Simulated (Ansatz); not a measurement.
Reaction (SMILES): F (HF) → HF+ (doublet, bonded as F) + e-
B3LYP-D3(BJ)/def2-TZVP geometries, fixed; electronic energies without zero-point terms.

Basis-set convergence of the adiabatic ionisation energy at PBE0 with Ansatz (an electronic-structure program). Cartesian d functions, on some or all atoms, in 6-31G*, 6-31+G*; all else is spherical. The program fits the integrals of some runs and decomposes those of others, by size. Open shells are unrestricted. No added dispersion term, no relativity. Functions are those of the species that has most. Reference: the value in aug-cc-pV5Z, 15.928 eV, itself unsure by roughly 0.003 eV (its mean distance from pcseg-4, aug-pcseg-3, aug-cc-pVQZ). Deviations are taken from unrounded values.

```tsv
basis	functions	adiabatic ionisation energy (eV)
6-31G*	17	15.395
6-31+G*	21	15.909
cc-pVDZ	19	15.486
aug-cc-pVDZ	32	15.980
def2-SVP	19	15.596
def2-SVPD	31	16.068
pcseg-1	19	15.854
aug-pcseg-1	32	16.065
6-311G**	24	15.704
6-311+G**	28	15.982
def2-TZVP	37	15.855
def2-TZVPD	49	15.920
cc-pVTZ	44	15.798
aug-cc-pVTZ	69	15.933
pcseg-2	44	15.934
aug-pcseg-2	69	15.949
def2-TZVPP	45	15.875
def2-TZVPPD	57	15.930
cc-pVQZ	85	15.879
aug-cc-pVQZ	126	15.931
def2-QZVPP	87	15.913
def2-QZVPPD	99	15.927
pcseg-3	93	15.932
aug-pcseg-3	134	15.933
cc-pV5Z	146	15.918
aug-cc-pV5Z	207	15.928
```

What the diffuse functions change, pair by pair:
- 6-31G* to 6-31+G*: 4 more functions, deviation -0.533 to -0.019 eV
- cc-pVDZ to aug-cc-pVDZ: 13 more functions, deviation -0.442 to 0.052 eV
- def2-SVP to def2-SVPD: 12 more functions, deviation -0.332 to 0.140 eV
- pcseg-1 to aug-pcseg-1: 13 more functions, deviation -0.074 to 0.137 eV
- 6-311G** to 6-311+G**: 4 more functions, deviation -0.223 to 0.054 eV
- def2-TZVP to def2-TZVPD: 12 more functions, deviation -0.073 to -0.008 eV
- cc-pVTZ to aug-cc-pVTZ: 25 more functions, deviation -0.130 to 0.005 eV
- pcseg-2 to aug-pcseg-2: 25 more functions, deviation 0.006 to 0.021 eV
- def2-TZVPP to def2-TZVPPD: 12 more functions, deviation -0.052 to 0.002 eV
- cc-pVQZ to aug-cc-pVQZ: 41 more functions, deviation -0.049 to 0.003 eV
- def2-QZVPP to def2-QZVPPD: 12 more functions, deviation -0.015 to -0.001 eV
- pcseg-3 to aug-pcseg-3: 41 more functions, deviation 0.005 to 0.005 eV
- cc-pV5Z to aug-cc-pV5Z: 61 more functions, deviation -0.010 to 0.000 eV

Leaving out the reference's own pair, they bring the value nearer the reference by more than 0.003 eV in 9 of 12 pairs.
